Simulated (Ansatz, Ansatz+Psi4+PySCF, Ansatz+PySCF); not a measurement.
```xyz
11

C     0.0601    0.0000   -1.5951
C    -0.5222    0.0000   -0.2631
C     0.1554    0.7470    0.8920
C     0.1554   -0.7470    0.8920
H     1.1357    0.0000   -1.7275
H    -0.5639    0.0000   -2.4782
H    -1.6064    0.0000   -0.2282
H    -0.4882    1.2680    1.5913
H     1.0812    1.2611    0.6627
H    -0.4882   -1.2680    1.5913
H     1.0812   -1.2611    0.6627
```

Basis set: cc-pVTZ (spherical functions). Left uncorrelated: 4 orbitals. Correlation on ROHF uses semicanonical orbitals with singles. Charge 0, multiplicity 2.

Computed with Ansatz (development build ahead of 0.2.0); each method stands on the lowest determinant of its kind that the runs found.

Problem. Give the atomization energy at this shape (free ground-state atoms in the same class of orbitals less the molecule, no zero-point energy) of doublet C₄H₇ by ROHF-MP2, UHF-MP2, ROHF, UHF.

Solution.

| method | atomization energy |
| --- | --- |
| ROHF-MP2 | 44.73 eV |
| UHF-MP2 | 44.69 eV |
| ROHF | 34.55 eV |
| UHF | 34.17 eV |
